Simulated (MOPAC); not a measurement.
MOPAC input (PM3):

```
PM3 1SCF GEO-OK AUX(PRECISION=9) THREADS=1
C3H6O

O     0.00640950 1    0.00082813 1    1.39432741 1
C     0.00085310 1    0.00011022 1    0.18558322 1
C    -0.00523531 1    1.28535289 1   -0.61238490 1
C    -0.00038784 1   -1.28607943 1   -0.61087992 1
H     0.00270891 1    2.14131370 1    0.05812234 1
H    -0.00216275 1   -2.14124313 1    0.06068828 1
H    -0.88988472 1    1.32626971 1   -1.25304413 1
H     0.86529604 1    1.32407970 1   -1.27214134 1
H     0.87833452 1   -1.32776204 1   -1.25959603 1
H    -0.87694764 1   -1.32558514 1   -1.26255881 1
```

Output:

```
 *******************************************************************************
 **                                                                           **
 **                              MOPAC v23.2.5                                **
 **                                                                           **
 *******************************************************************************
 ** MOPAC's Digital Object Identifier: https://doi.org/10.5281/zenodo.6511958 **
 **                                                                           **
 ** Please cite the open-source release paper for use of this MOPAC version:  **
 ** J. E. Moussa and J. J. P. Stewart (2026)                                  **
 ** MOPAC: An open-source semiempirical molecular orbital program             **
 ** J. Open Source Softw., 11(119), 8025, https://doi.org/10.21105/joss.08025 **
 *******************************************************************************

                              PM3 CALCULATION RESULTS

 *******************************************************************************
 *  PM3        - The PM3 Hamiltonian to be used
 *  GEO-OK     - OVERRIDE INTERATOMIC DISTANCE AND OTHER SAFETY CHECKS
 *  1SCF       - DO 1 SCF AND THEN STOP
 *  AUX        - OUTPUT AUXILIARY INFORMATION
 *******************************************************************************
PM3 1SCF GEO-OK AUX(PRECISION=9) THREADS=1
 C3H6O

   ATOM   CHEMICAL          X               Y               Z
  NUMBER   SYMBOL      (ANGSTROMS)     (ANGSTROMS)     (ANGSTROMS)

     1       O          0.00640950  *   0.00082813  *   1.39432741  *
     2       C          0.00085310  *   0.00011022  *   0.18558322  *
     3       C         -0.00523531  *   1.28535289  *  -0.61238490  *
     4       C         -0.00038784  *  -1.28607943  *  -0.61087992  *
     5       H          0.00270891  *   2.14131370  *   0.05812234  *
     6       H         -0.00216275  *  -2.14124313  *   0.06068828  *
     7       H         -0.88988472  *   1.32626971  *  -1.25304413  *
     8       H          0.86529604  *   1.32407970  *  -1.27214134  *
     9       H          0.87833452  *  -1.32776204  *  -1.25959603  *
    10       H         -0.87694764  *  -1.32558514  *  -1.26255881  *

          CARTESIAN COORDINATES

    NO.       ATOM           X           Y           Z

     1         O          0.0064      0.0008      1.3943
     2         C          0.0009      0.0001      0.1856
     3         C         -0.0052      1.2854     -0.6124
     4         C         -0.0004     -1.2861     -0.6109
     5         H          0.0027      2.1413      0.0581
     6         H         -0.0022     -2.1412      0.0607
     7         H         -0.8899      1.3263     -1.2530
     8         H          0.8653      1.3241     -1.2721
     9         H          0.8783     -1.3278     -1.2596
    10         H         -0.8769     -1.3256     -1.2626

  H: (PM3): J. J. P. STEWART, J. COMP. CHEM. 10, 209 (1989).
  C: (PM3): J. J. P. STEWART, J. COMP. CHEM. 10, 209 (1989).
  O: (PM3): J. J. P. STEWART, J. COMP. CHEM. 10, 209 (1989).

           Empirical Formula: C3 H6 O  =    10 atoms

      MOLECULAR POINT GROUP   :   C2v

      RHF CALCULATION, NO. OF DOUBLY OCCUPIED LEVELS = 12

 -------------------------------------------------------------------------------
 PM3 1SCF GEO-OK AUX(PRECISION=9) THREADS=1
 C3H6O

     1SCF WAS SPECIFIED, SO BFGS WAS NOT USED
     SCF FIELD WAS ACHIEVED

                              PM3 CALCULATION
                                                       MOPAC v23.2.5 Linux

          FINAL HEAT OF FORMATION =        -52.77098 KCAL/MOL =    -220.79380 KJ/MOL

          COSMO AREA              =        101.79 SQUARE ANGSTROMS
          COSMO VOLUME            =         85.49 CUBIC ANGSTROMS

          IONIZATION POTENTIAL    =         10.746400 EV
          HOMO LUMO ENERGIES (EV) =        -10.746  0.840
          NO. OF FILLED LEVELS    =         12
          MOLECULAR WEIGHT        =         58.0798         POINT GROUP:  C2v

          MOLECULAR DIMENSIONS (Angstroms)

            Atom       Atom       Distance
            H     6    H     5     4.28256
            H    10    O     1     2.80017
            H     7    H     9     1.68367

          SCF CALCULATIONS        =          1

   ATOM   CHEMICAL          X               Y               Z
  NUMBER   SYMBOL      (ANGSTROMS)     (ANGSTROMS)     (ANGSTROMS)

     1       O          0.00640950  *   0.00082813  *   1.39432741  *
     2       C          0.00085310  *   0.00011022  *   0.18558322  *
     3       C         -0.00523531  *   1.28535289  *  -0.61238490  *
     4       C         -0.00038784  *  -1.28607943  *  -0.61087992  *
     5       H          0.00270891  *   2.14131370  *   0.05812234  *
     6       H         -0.00216275  *  -2.14124313  *   0.06068828  *
     7       H         -0.88988472  *   1.32626971  *  -1.25304413  *
     8       H          0.86529604  *   1.32407970  *  -1.27214134  *
     9       H          0.87833452  *  -1.32776204  *  -1.25959603  *
    10       H         -0.87694764  *  -1.32558514  *  -1.26255881  *

                             CARTESIAN COORDINATES

   1    O        0.006409500     0.000828130     1.394327410
   2    C        0.000853100     0.000110220     0.185583220
   3    C       -0.005235310     1.285352890    -0.612384900
   4    C       -0.000387840    -1.286079430    -0.610879920
   5    H        0.002708910     2.141313700     0.058122340
   6    H       -0.002162750    -2.141243130     0.060688280
   7    H       -0.889884720     1.326269710    -1.253044130
   8    H        0.865296040     1.324079700    -1.272141340
   9    H        0.878334520    -1.327762040    -1.259596030
  10    H       -0.876947640    -1.325585140    -1.262558810

           Empirical Formula: C3 H6 O  =    10 atoms

      MOLECULAR POINT GROUP   :   C2v

                  EIGENVALUES
 -38.93676 -32.20998 -28.16428 -19.44712 -16.40222 -16.28652 -16.07346 -13.86953
 -13.74595 -13.38769 -12.78674 -10.74640   0.84042   2.49003   3.62180   3.78865
   3.89512   4.04771   4.08386   4.09513   4.69295   6.95241

              NET ATOMIC CHARGES AND DIPOLE CONTRIBUTIONS

  ATOM NO.   TYPE          CHARGE      No. of ELECS.   s-Pop       p-Pop
    1          O          -0.311681        6.3117     1.86030     4.45138
    2          C           0.268901        3.7311     1.21226     2.51884
    3          C          -0.167379        4.1674     1.14483     3.02255
    4          C          -0.167379        4.1674     1.14483     3.02255
    5          H           0.068605        0.9314     0.93139
    6          H           0.068605        0.9314     0.93139
    7          H           0.060113        0.9399     0.93989
    8          H           0.060050        0.9399     0.93995
    9          H           0.060113        0.9399     0.93989
   10          H           0.060050        0.9399     0.93995
 DIPOLE           X         Y         Z       TOTAL
 POINT-CHG.    -0.010    -0.001    -2.282     2.282
 HYBRID        -0.002    -0.000    -0.434     0.434
 SUM           -0.012    -0.002    -2.715     2.715

          ATOMIC ORBITAL ELECTRON POPULATIONS

     Atom    s        px        py        pz
    1  O   1.86030   1.32510   1.90497   1.22130
    2  C   1.21226   0.72347   0.90770   0.88767
    3  C   1.14483   1.02323   0.98831   1.01102
    4  C   1.14483   1.02323   0.98823   1.01110
    5  H   0.93139
    6  H   0.93139
    7  H   0.93989
    8  H   0.93995
    9  H   0.93989
   10  H   0.93995

 **********************
 *                    *
 * JOB ENDED NORMALLY *
 *                    *
 **********************

 == MOPAC DONE ==
```
